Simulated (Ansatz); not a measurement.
C2H4S, SMILES CC=S: a ladder of basis sets, run with Ansatz 0.2.0 through its Python package.

Script `run_basis.py`:
```python
'''How the energy of C2H4S converges with the basis.'''

import ansatz as az
from rdkit import Chem
from rdkit.Chem import AllChem


def main() -> None:
    # start geometry from RDKit
    rd = Chem.AddHs(Chem.MolFromSmiles('CC=S'))
    AllChem.EmbedMolecule(rd, randomSeed=507)
    AllChem.UFFOptimizeMolecule(rd)
    c2h4s = az.Crystal.molecule()
    for atom, xyz in zip(rd.GetAtoms(), rd.GetConformer().GetPositions()):
        c2h4s = c2h4s.atom(atom.GetSymbol(), xyz.round(5).tolist())

    job = (
        c2h4s.calculation()
        .functional('pbe0', dispersion='d3bj')
        .scf(lower_state_search='standard')
    )

    energies = {}
    for basis in ['STO-3G', '6-31G', '6-31G*', 'def2-SVP', 'def2-SVPD', 'def2-TZVP', 'def2-TZVPP']:
        rep = job.basis(gaussian=basis).run().report
        size = rep['n_frozen'] + rep['n_occupied'][0] + rep['n_virtual'][0]
        energies[basis] = (rep['reference_energy_ev'] / 27.211386246, rep['free_energy_ev'] / 27.211386246)
        print(f'{basis:14s} {size:4d} orbitals  reference {energies[basis][0]:14.6f} Ha  total {energies[basis][1]:14.6f} Ha')

    last = energies['def2-TZVPP'][1]
    for basis, (_, total) in energies.items():
        print(f'{basis:14s} lies {27.211386 * (total - last):9.4f} eV above def2-TZVPP')


if __name__ == '__main__':
    main()
```

How far does the total energy move along this ladder of basis sets?

Against STO-3G: 6-31G -5278.2 mHa, 6-31G* -5339.1 mHa, def2-SVP -5174.3 mHa, def2-SVPD -5183.8 mHa, def2-TZVP -5401.8 mHa and def2-TZVPP -5403.2 mHa. The last step alone is -1.35 mHa (these two sets differ little on atoms other than hydrogen).

The output:

```console
$ python run_basis.py
STO-3G           23 orbitals  reference    -471.147228 Ha  total    -471.151101 Ha
6-31G            39 orbitals  reference    -476.425450 Ha  total    -476.429323 Ha
6-31G*           57 orbitals  reference    -476.486302 Ha  total    -476.490175 Ha
def2-SVP         66 orbitals  reference    -476.321570 Ha  total    -476.325442 Ha
def2-SVPD        99 orbitals  reference    -476.331014 Ha  total    -476.334887 Ha
def2-TZVP       123 orbitals  reference    -476.549058 Ha  total    -476.552931 Ha
def2-TZVPP      160 orbitals  reference    -476.550406 Ha  total    -476.554279 Ha
STO-3G         lies  147.0280 eV above def2-TZVPP
6-31G          lies    3.4002 eV above def2-TZVPP
6-31G*         lies    1.7444 eV above def2-TZVPP
def2-SVP       lies    6.2270 eV above def2-TZVPP
def2-SVPD      lies    5.9700 eV above def2-TZVPP
def2-TZVP      lies    0.0367 eV above def2-TZVPP
def2-TZVPP     lies    0.0000 eV above def2-TZVPP
```

What to keep in mind:
- These settings explore the input space; basis and method may be short of convergence.
- The geometry is a force-field or estimated start, not a minimum of this method, and the last set is no limit. Much of the fall in a total is atomic energy, which cancels in bond and reaction energies.
- Total less reference energy is the dispersion correction.
- Totals across families of basis sets mostly measure their core functions.
- It ran for 4.1 s on 1 thread of AMD EPYC 9R45 (Zen 5), on a shared host, peak memory 0.39 GiB.

(Lines on the test bed's own set-up are left out of the output.)
